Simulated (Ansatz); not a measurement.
`O=CCC1CO1` → `O=CC1CO1` + `[CH2]` (triplet)  (formal loss of a carbene)

Isolated molecules relaxed with PBE0-D4/def2-TZVP in Ansatz; ΔE leaves out vibrations. CCSD(T)/CBS is the MP2 limit (def2-TZVPP, def2-QZVPP) plus CCSD(T) − MP2 in def2-TZVPP, frozen cores. This one scheme is used for every species. Functionals use def2-TZVPP. Triplets are unrestricted, without spin–orbit coupling. One conformer a species, not always the lowest.

```json
{"level": "ωB97M-V", "ΔE (eV)": "4.60"}
{"level": "CCSD/def2-SVP", "ΔE (eV)": "4.34"}
{"level": "CCSD(T)/def2-SVP", "ΔE (eV)": "4.42"}
{"level": "MP2/def2-TZVPP", "ΔE (eV)": "4.57"}
```

Task: What does CCSD(T)/CBS give? (Estimate.)

Result: Ansatz gave: +4.56 eV. The listed levels differ from it by 0.04, -0.22, -0.14, 0.01 eV.

Largest T1 diagnostic among the species: 0.014.

In def2-TZVPP, CCSD(T) changes the Hartree–Fock value by +1.39 eV (the triples alone add +0.10 eV) and MP2 by +1.51 eV. Leaving LDA and LC-ωPBE aside and taking each functional with its dispersion term where it has one, the values, not all of them listed here, spread over 0.40 eV, from r2SCAN0-D4 to ωB97X-V. LDA lies +0.79 eV from PBE without D4. From PBE to PBE0 (25 % exact exchange), in def2-TZVPP and without D4, ΔE moves by −0.05 eV.
